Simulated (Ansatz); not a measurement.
# ClH: the interaction energy of a dimer with the counterpoise correction

Program: Ansatz's Python interface.

The cells in order, each with its output:

```python
import ansatz
```

```python
FIRST = [
    ("H", (0.0, 0.0, -0.645)),
    ("Cl", (0.0, 0.0, 0.645)),
]
SECOND = [
    ("H", (-1.7257, -0.3195, 3.2334)),
    ("Cl", (-2.3998, 0.7704, 3.0856)),
]
```

```python
def energy(atoms, ghosts=()):
    molecule = ansatz.Crystal.molecule()
    for symbol, xyz in atoms:
        molecule = molecule.atom(symbol, xyz)
    calc = (
        molecule.calculation()
        .basis(gaussian="def2-SVPD")
        .correlation("ccsd_t")
    )
    deck = calc.input()
    if ghosts:
        deck = deck.set(ansatz.key.basis.gaussian.ghost_atoms, [{"symbol": s, "position_ang": list(xyz)} for s, xyz in ghosts])
    return ansatz.Session.from_dict(deck).plan().execute().report["free_energy_ev"]
```

```python
both = energy(FIRST + SECOND)
alone = energy(FIRST) + energy(SECOND)
ghosted = energy(FIRST, SECOND) + energy(SECOND, FIRST)
print(f"dimer {both:.6f} eV")
print(f"interaction, uncorrected   {(both - alone):8.3f} eV")
print(f"interaction, counterpoise  {(both - ghosted):8.3f} eV")
print(f"basis-set superposition    {(alone - ghosted):8.3f} eV")
```

    dimer -25041.378389 eV
    interaction, uncorrected     -0.016 eV
    interaction, counterpoise     0.032 eV
    basis-set superposition       0.048 eV

Uncorrected it is -0.016 eV, with the counterpoise correction 0.032 eV; the difference, 0.05 eV, is the superposition error. The sign changes with the correction, so this basis doesn't settle it.

Caveats:
- Total energies depend on the basis set; only differences at equal settings carry meaning.
- The dimer is a generated trial pose of unrelaxed monomers, not a minimum, so the figure is no binding energy, and the basis set is small.
- The whole script took 3.1 s on 1 thread of Arm Neoverse V2, on a shared host, peak memory 0.22 GiB.

(Lines on the test bed's own set-up are left out of the output.)
